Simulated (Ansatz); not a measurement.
Input file:

```yaml
crystal:
  periodic: [false, false, false]
  atoms:
    - {symbol: Al, position_ang: [0.000000, 0.221759, 1.681508]}
    - {symbol: Ge, position_ang: [0.000000, 0.137105, -0.766828]}
    - {symbol: B, position_ang: [0.000000, -1.570239, 0.402205]}
    - {symbol: H, position_ang: [0.000000, 1.024961, 5.937377]}
basis:
  gaussian: {orbitals: 6-31G}
magnetization: {spin_polarized: false, initial_magnetization: 3}
hamiltonian: {xc: {name: r2SCAN}}
correlation: {method: bccd_t, electrons: outside_noble_gas, diis_vectors: 4}
accuracy: high
```

```sh
$ ansatz run in.yaml --threads 1 --pin off --events-out ev --progress --plain --max-ram 2393MiB
```

**Question.** Roughly how long does this take on 1 thread of Intel Xeon 6975P-C, shared host, and how much host memory?

**Answer.** 25 s wall and 0.37 GiB.

```
1016 factors; integrals over basis functions are off by at most 4.6e-9 eV
mean field evaluation 1: about -63787.1567 eV, gradient 1.7e1 eV
mean field evaluation 2: about -63787.1579 eV, gradient 1.7e1 eV
mean field evaluation 4: about -63777.3305 eV, gradient 1.5e1 eV
mean field evaluation 8: about -63788.6234 eV, gradient 3.3e-1 eV
mean field evaluation 16: about -63788.6264 eV, gradient 4.0e-8 eV
mean field evaluation 32: about -63787.9358 eV, gradient 2.0e-1 eV
mean field evaluation 64: about -63787.7558 eV, gradient 3.5e0 eV
mean field evaluation 96: about -63787.9341 eV, gradient 2.8e-1 eV
mean field -63788.62636147 eV, -2344.1887813001 hartree, gradient 4.0e-8 eV, S^2 3.750000; 12 other end points of the search recorded, 0 dependent functions left out
mean field evaluation 128: about -63727.7389 eV, gradient 2.8e-2 eV
unrestricted determinant -63727.73890372 eV, -2341.9512084988 hartree, S^2 4.7744
20 core orbitals not correlated: weight in the atoms' cores, before any rotation towards them, 0.998 or more for the frozen orbitals, at most 0.001 for the correlated occupied ones
reference -63726.90481504 eV, -2341.9205563051 hartree; 7, 4 occupied and 26, 29 virtual orbitals, 1016 factors
second order -4.44984148 eV of doubles, -0.34853513 eV of singles
cycle   1  -4.49389053 eV  change    3.0e-1 eV  update   1.3e-1
...
cycle  42  -4.87948828 eV  change   -1.9e-8 eV  update   4.7e-8
cycle  43  -4.87948843 eV  change   -1.5e-7 eV  update   1.4e-7
cycle  44  -4.87948844 eV  change   -7.8e-9 eV  update   5.3e-8
cycle  45  -4.87948844 eV  change   -3.0e-9 eV  update   2.6e-8
cycle  46  -4.87948845 eV  change   -1.2e-8 eV  update   1.5e-8
cycle  47  -4.87948845 eV  change    5.5e-9 eV  update   8.7e-9
cycle  48  -4.87948845 eV  change   -3.4e-9 eV  update   5.4e-9
cycle  49  -4.87948845 eV  change    2.4e-9 eV  update   3.6e-9
cycle  50  -4.87948845 eV  change   -1.1e-9 eV  update   2.3e-9
cycle  51  -4.87948845 eV  change   3.0e-10 eV  update   1.3e-9
perturbative correction -0.36649533 eV, -0.0134684548 hartree
Total energy: -63732.15079881 eV, -2342.1133426530 hartree
```
